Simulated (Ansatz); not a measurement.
**Rutile TiO₂**

Level of theory: BLYP (PAW; Ansatz, an electronic-structure program).

Numerical settings: plane-wave cutoff 520 eV, 8×8×12 k mesh (along the axes of the cell as run), Fermi–Dirac smearing 0.01 eV, no spin polarisation, scalar-relativistic PAW data made under PBE.

Cell (relaxed at this level):

```cif
data_O4Ti2
_chemical_formula_sum 'Ti2 O4'
_space_group_name_H-M_alt 'P42/mnm'
_space_group_IT_number 136
_space_group_name_Hall '-P 4n 2n'
_cell_length_a 4.68498
_cell_length_b 4.68498
_cell_length_c 2.98513
_cell_angle_alpha 90.000
_cell_angle_beta 90.000
_cell_angle_gamma 90.000
loop_
_atom_site_label
_atom_site_type_symbol
_atom_site_symmetry_multiplicity
_atom_site_Wyckoff_symbol
_atom_site_fract_x
_atom_site_fract_y
_atom_site_fract_z
_atom_site_occupancy
Ti1 Ti 2 a 0.00000 0.00000 0.00000 1
O1 O 4 f 0.30557 0.30557 0.00000 1
```

| Quantity | Value |
|---|---|
| bulk modulus B0 | 189 GPa |
| band gap | 1.82 eV (direct) |
| pressure derivative B′ of the bulk modulus | 5.8 |

Measured, for comparison: bulk modulus 212 ± 1 GPa (room temperature, no zero-point or thermal correction, adiabatic, from measured elastic constants, our sources range from 210 to 239; as tabulated in Elasticity of TiO2 rutile to 1800 K). Computed (rounded) less measured: bulk modulus not scored (sources differ).

Note: the bulk modulus comes from volumes at which shape and atoms were relaxed.

The computed numbers hold no vibrational or temperature effects.

Cost on a shared machine: roughly 6 core-minutes.
